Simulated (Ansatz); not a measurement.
Reaction (SMILES): N#C (CH-N) + H+ → C#[NH+]
B3LYP-D3(BJ)/def2-TZVP geometries, fixed; electronic energies without zero-point terms; positive where energy is released.
Largest species:
```xyz
4

C      0.0000     0.0000    -0.5980
N      0.0000     0.0000     0.5315
H      0.0000     0.0000    -1.6793
H      0.0000     0.0000     1.5473
```
Charge +1, spin multiplicity 1.

Basis-set convergence of the proton affinity at MP2 with Ansatz (a first-principles code). Cartesian d functions, on some or all atoms, in 6-31G*, 6-31+G*; all else is spherical. Cores are frozen. The proton sits at the site shown, which need not be the one that binds it best. No added dispersion term, no relativity. Functions are those of the species that has most. Reference: Hartree-Fock in aug-cc-pVQZ plus the correlation part extrapolated as X^-3 from aug-cc-pVTZ and aug-cc-pVQZ, 174.13 kcal/mol, itself unsure by roughly 0.09 kcal/mol (a third of the extrapolation step and of the last Hartree-Fock step). Deviations are taken from unrounded values.

| basis | functions | proton affinity (kcal/mol) |
|---|---|---|
| 6-31G* | 34 | 173.37 |
| 6-31+G* | 42 | 170.52 |
| cc-pVDZ | 38 | 175.24 |
| aug-cc-pVDZ | 64 | 172.75 |
| def2-SVP | 38 | 178.76 |
| def2-SVPD | 56 | 176.48 |
| pcseg-1 | 38 | 174.01 |
| aug-pcseg-1 | 64 | 173.16 |
| 6-311G** | 48 | 175.99 |
| 6-311+G** | 56 | 174.65 |
| def2-TZVP | 74 | 173.40 |
| def2-TZVPD | 92 | 173.26 |
| cc-pVTZ | 88 | 175.27 |
| aug-cc-pVTZ | 138 | 174.16 |
| pcseg-2 | 88 | 175.67 |
| aug-pcseg-2 | 138 | 175.20 |
| def2-TZVPP | 90 | 175.03 |
| def2-TZVPPD | 108 | 174.74 |
| cc-pVQZ | 170 | 174.72 |
| aug-cc-pVQZ | 252 | 174.22 |
| def2-QZVPP | 174 | 174.76 |
| def2-QZVPPD | 192 | 174.67 |
| pcseg-3 | 186 | 174.93 |
| aug-pcseg-3 | 268 | 174.86 |

What the diffuse functions change, pair by pair:
- 6-31G* to 6-31+G*: 8 more functions, deviation -0.76 to -3.61 kcal/mol
- cc-pVDZ to aug-cc-pVDZ: 26 more functions, deviation 1.11 to -1.38 kcal/mol
- def2-SVP to def2-SVPD: 18 more functions, deviation 4.63 to 2.35 kcal/mol
- pcseg-1 to aug-pcseg-1: 26 more functions, deviation -0.12 to -0.97 kcal/mol
- 6-311G** to 6-311+G**: 8 more functions, deviation 1.86 to 0.51 kcal/mol
- def2-TZVP to def2-TZVPD: 18 more functions, deviation -0.73 to -0.87 kcal/mol
- cc-pVTZ to aug-cc-pVTZ: 50 more functions, deviation 1.14 to 0.03 kcal/mol
- pcseg-2 to aug-pcseg-2: 50 more functions, deviation 1.54 to 1.07 kcal/mol
- def2-TZVPP to def2-TZVPPD: 18 more functions, deviation 0.89 to 0.61 kcal/mol
- cc-pVQZ to aug-cc-pVQZ: 82 more functions, deviation 0.59 to 0.09 kcal/mol
- def2-QZVPP to def2-QZVPPD: 18 more functions, deviation 0.63 to 0.54 kcal/mol
- pcseg-3 to aug-pcseg-3: 82 more functions, deviation 0.80 to 0.73 kcal/mol

Leaving out the reference's own pair, they bring the value nearer the reference by more than 0.09 kcal/mol in 6 of 11 pairs.
